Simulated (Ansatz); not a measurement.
Fluorite CeO₂ was calculated with r²SCAN (Ansatz, a program for electronic structure, plane waves, PAW).

Settings: plane-wave cutoff 560 eV, 10×10×10 k mesh, Fermi–Dirac smearing 0.01 eV, no spin polarisation, scalar-relativistic PAW data made under PBE.

Cell (relaxed at this level):

```yaml
crystal:
  lattice:
    - [0.00000, 2.71858, 2.71858]
    - [2.71858, 0.00000, 2.71858]
    - [2.71858, 2.71858, 0.00000]
  atoms:
    - { symbol: Ce, position: [0.00000, 0.00000, 0.00000] }
    - { symbol: O, position: [0.25000, 0.25000, 0.25000] }
    - { symbol: O, position: [0.75000, 0.75000, 0.75000] }
```

### Question
Predict the band gap, smallest direct gap on the k points sampled and Γ–Γ gap.

### Answer

- band gap = 2.20 eV
- smallest direct gap on the k points sampled = 2.30 eV
- Γ–Γ gap = 3.20 eV

Measured, for comparison: band gap 3 eV (temperature not stated, no zero-point or thermal correction, O 2p to Ce 4f, our sources range from 3.00 to 3.20; as tabulated in Tran et al. (2019), arXiv:1908.01820).

Spin–orbit coupling is not included.

Cost on a shared machine: roughly 22 core-seconds.
